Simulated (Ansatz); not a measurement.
Geometry optimisation, Ansatz, UKS PBE0-D4/def2-SVP.

The input (input.yaml):

```yaml
crystal:
  periodic: [false, false, false]
  atoms:
    - { symbol: Si, position_ang: [0.0, 0.0, 0.0] }
    - { symbol: H, position_ang: [0.0, 0.0, 1.71] }
    - { symbol: C, position_ang: [1.7634, 0.0, -0.6227] }
    - { symbol: H, position_ang: [2.1111, -1.0463, -0.7509] }
    - { symbol: H, position_ang: [1.8119, 0.5276, -1.5981] }
    - { symbol: H, position_ang: [2.4154, 0.5187, 0.1108] }
    - { symbol: H, position_ang: [-0.6877, 1.1914, -0.4862] }
    - { symbol: H, position_ang: [-0.6877, -1.1914, -0.4862] }
    - { symbol: C, position_ang: [0.0, 0.0, 3.12] }
    - { symbol: H, position_ang: [-0.5653, -0.8805, 3.4905] }
    - { symbol: H, position_ang: [1.0452, -0.0494, 3.4905] }
    - { symbol: H, position_ang: [-0.4798, 0.9298, 3.4905] }
magnetization:
  spin_polarized: true
  initial_magnetization: 1
basis:
  gaussian: { orbitals: def2-SVP }
hamiltonian:
  xc: pbe0
  dispersion: d4
relax:
  f_tol: 0.15
  max_steps: 25
  restrain:
    - { distance: [1, 8], at: 2.31, k: 30.0 }
    - { distance: [0, 1], at: 1.46, k: 30.0 }
```

Launched with:

```bash
$ ansatz run input.yaml --threads 4 --pin off --max-ram 5120MiB --backend cpu --events-out ev --progress --plain --runs-dir out
```

Q: Where does it end, and by what steps?

A: The forces met the threshold. The restraints hold the end off the free minimum. After 4 steps the energy has fallen by 0.135 eV (the restraints' own energy left out); C9 moved furthest, 0.53 Å.

| step | energy less start (eV) | largest force component (eV/Å) | accepted |
| --- | --- | --- | --- |
| 0 | 0.0000 | 1.732 | yes |
| 1 | 0.0712 | 0.527 | yes |
| 2 | 0.0700 | 1.953 | yes |
| 3 | -0.0222 | 0.742 | yes |
| 4 | -0.1352 | 0.455 | yes |

```xyz
12
Properties=species:S:1:pos:R:3
Si -0.030 0.003 -0.126
H -0.127 -0.115 1.338
C 1.775 0.000 -0.656
H 2.210 -1.008 -0.570
H 1.905 0.346 -1.694
H 2.356 0.669 -0.004
H -0.698 1.276 -0.541
H -0.775 -1.148 -0.723
C 0.031 -0.006 3.644
H -0.564 -0.921 3.596
H 1.118 -0.059 3.568
H -0.473 0.963 3.636
```

Time of the run: 8.3 s on 4 threads of Arm Neoverse V1, with other jobs on the host, peak memory 0.23 GiB.
